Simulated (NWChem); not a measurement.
Correlation energy of O (+1)

SMILES: [O+]
```xyz
1

O      0.0000     0.0000     0.0000
```
Charge +1, spin multiplicity 4.

The numbers come from NWChem runs, not from measurements.

Basis set: def2-SVP. Each correlation energy counts from its own Hartree-Fock reference.

The correlated methods keep 1 core orbital frozen. No SCF solution was tested for a lower state. Open-shell Hartree-Fock references start from PBE0 orbitals. Coupled-cluster values serve here as a point of comparison, not as the truth.

Problem. One of these methods gave a correlation energy of -68.9 mHa. Which?
A. CCSD on UHF
B. UMP2
C. SCS-UMP2
D. CCSD on ROHF

Solution. B, UMP2. The others give -66.0 (SCS-UMP2), -83.9 (CCSD on UHF), -88.4 (CCSD on ROHF).
